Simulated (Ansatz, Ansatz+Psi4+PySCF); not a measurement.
```xyz
2

N     0.0000    0.0000   -0.4949
O     0.0000    0.0000    0.4949
```

Basis set: cc-pVTZ (spherical functions). Frozen core: 2 orbitals. Correlation on ROHF uses semicanonical orbitals with singles. Charge 0, multiplicity 2.

Computed with Ansatz (development build ahead of 0.2.0); the reference of a correlated method needn't be the lowest determinant of its kind.

Give the atomization energy at this shape (free ground-state atoms in the same class of orbitals less the molecule, no zero-point energy) of doublet NO by UHF-BCCD(T), ROHF-CCSD(T).

```json
{"method": "UHF-BCCD(T)", "atomization energy": "4.08 eV"}
{"method": "ROHF-CCSD(T)", "atomization energy": "4.08 eV"}
```

Caution: the reference determinant was not shown to be the lowest; the shape is not the minimum.
